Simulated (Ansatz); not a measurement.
**Zinc-blende HgTe**

All values below come from PBE in Ansatz (plane waves, PAW).

Run with plane-wave cutoff 520 eV, 20×20×20 k mesh, Fermi–Dirac smearing 0.05 eV, scalar-relativistic PAW data made under PBE.

Cell (relaxed at this level):

```cif
data_HgTe
_chemical_formula_sum 'Hg1 Te1'
_space_group_name_H-M_alt 'P 1'
_space_group_IT_number 1
_cell_length_a 4.70240
_cell_length_b 4.70240
_cell_length_c 4.70240
_cell_angle_alpha 60.000
_cell_angle_beta 60.000
_cell_angle_gamma 60.000
loop_
_space_group_symop_operation_xyz
  'x, y, z'
loop_
_atom_site_label
_atom_site_type_symbol
_atom_site_fract_x
_atom_site_fract_y
_atom_site_fract_z
_atom_site_occupancy
Hg1 Hg 0.00000 0.00000 0.00000 1
Te1 Te 0.75000 0.75000 0.75000 1
```

```yaml
elastic constant C11: 44.1 GPa
elastic constant C12: 29.2 GPa
elastic constant C44: 19.3 GPa
Voigt–Reuss–Hill bulk modulus: 34.2 GPa
polycrystal shear modulus (Hill average): 13.2 GPa
```

Measured, for comparison: elastic constant C11 53.6 GPa, elastic constant C12 36.6 GPa, elastic constant C44 21.2 GPa (temperature not stated, no zero-point or thermal correction; as tabulated in Oses et al. (2018), arXiv:1811.08464). Computed (rounded) less measured: elastic constant C11 -18 %, elastic constant C12 -20 %, elastic constant C44 -9 %.

Note: the solid has no gap at this level, which affects its response.

Elastic constants are with the ions relaxed.

Spin–orbit coupling is not included; it can shift volumes and moduli of such heavy elements.

Static lattice: no zero-point or thermal effects.

Computing time: very roughly 40 core-minutes.

Ansatz is an electronic-structure program.
